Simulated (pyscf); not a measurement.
Thermochemistry of product channels of silicon tetrafluoride (F–Si(F)(F)–F) + silylene (SiH₂) [singlet] on the singlet surface, in kcal/mol, from ωB97M-D3(BJ)/def2-TZVP energies (ideal gas, 1 atm, RRHO with modes under 100 cm⁻¹ raised to 100, one conformer, R ln 2 for chiral ones without a mode under 150 cm⁻¹). Optimised with ωB97X-D3(BJ)/def2-SVP in PySCF.

| products | ΔE | ΔH(298 K) | ΔG(298 K) | ΔG(600 K) |
|---|---|---|---|---|
| F–SiH₂–Si(F)(F)–F | -44.8 | -41.7 | -32.6 | -23.6 |
| F–SiH₂–F + difluorosilylene (F–Si:–F) [singlet] | -19.6 | -17.8 | -19.8 | -21.5 |
| hydrogen fluoride (HF) + F–Si(F)(F)–SiH: [singlet] | +36.5 | +38.2 | +36.6 | +34.5 |
| fluorine (F–F) + F–Si(F)=SiH₂ | +196.7 | +196.5 | +194.6 | +192.5 |
| F–SiH: [singlet] + F–SiH(F)–F | -5.6 | -4.5 | -6.3 | -8.0 |

These are energies of the channels, which say nothing of barriers.
